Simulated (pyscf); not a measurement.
H₃Si–O–AsH₂ -> cyclic H₃AsOSi (SMILES O1[SiH2][AsH]1) + hydrogen (H₂), a concerted two-bond exchange (singlet surface; As–H, H–Si broken, As–Si, H–H formed). PySCF, gas phase, ωB97X-D3(BJ)/def2-SVP geometries. Energies in eV from the reactant's lowest minimum found.

Small-basis levels: PySCF, no dispersion term, spherical d functions. AM1 to PM7: differences of heats of formation from MOPAC, which are fitted to 298 K values and so differ in kind from electronic energies by zero-point and thermal terms. GFN2-xTB: tblite. Cost: rough CPU time at the saddle relative to B3LYP/6-31G*+LANL2DZ, from one job on a shared machine.

```csv
level,barrier,reaction energy,cost
HF/6-31G*+LANL2DZ,3.96,+1.80,0.1
BP86/6-31G*+LANL2DZ,2.58,+1.04,1
PBE/6-31G*+LANL2DZ,2.52,+1.04,2
B3LYP/STO-3G,5.12,+1.61,0.8
B3LYP/LANL2DZ,3.91,+1.79,0.7
B3LYP/6-311+G**+LANL2DZ,3.01,+1.48,1
PBE/def2-SVP,2.58,+1.28,3
GFN2-xTB,3.80,+1.88,under 0.02
AM1,3.08,+1.68,under 0.02
PM3,1.53,+0.41,under 0.02
PM6,1.39,+0.43,under 0.02
PM7,2.88,-0.84,under 0.02
ωB97M-D3(BJ)/def2-TZVP,2.93,+1.48,–
```

Against the last row the barrier runs from -1.54 (PM6) to +2.19 eV (B3LYP/STO-3G). ωB97M-D3(BJ)/def2-TZVP has limits of its own. At the saddle there is also a short H–Si contact that neither side keeps. H₃Si–O–AsH₂ lies 0.46 eV over its isomer HO–SiH₂–AsH₂ (electronic energy, ωB97M-D3(BJ)/def2-TZVP). cyclic H₃AsOSi (SMILES O1[SiH2][AsH]1) lies 0.51 eV over its isomer HO–SiH=AsH (electronic energy, ωB97M-D3(BJ)/def2-TZVP). One saddle was located; it need not be the lowest between these sides. In the def2 sets elements up to Kr have no core potential.
